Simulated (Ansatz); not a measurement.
Basis-set extrapolation for C₂H₄FNO, SMILES `N/C=C(\O)F` (PBE0-D4/def2-TZVP geometry, frozen core, Ansatz 0.2.0). Multiplicity 1, RHF reference.

```
                      def2-TZVPP   def2-QZVPP
                 HF  -306.911710  -306.925763
    MP2 correlation    -1.014283    -1.094313
CCSD(T) correlation    -1.073701      not run
```

Energies in hartree. Use E(X) = E(∞) + A·exp(−7.88·√X) for Hartree–Fock and E(X) = E(∞) + B·X^(−2.97) for correlation, with X = 3 and 4, and add CCSD(T) minus MP2 of the smaller set to the MP2 limit.

Question: What is the CCSD(T) energy at the basis-set limit?

Answer: HF limit: -306.925763 + (-0.014053) × 0.13774 = -306.92770. MP2 limit: -1.094313 + (-0.080030) × 0.74074 = -1.15359. Higher-order term: -1.073701 − (-1.014283) = -0.05942. Total: -308.14071 hartree, 97.5 kcal/mol below CCSD(T)/def2-TZVPP.
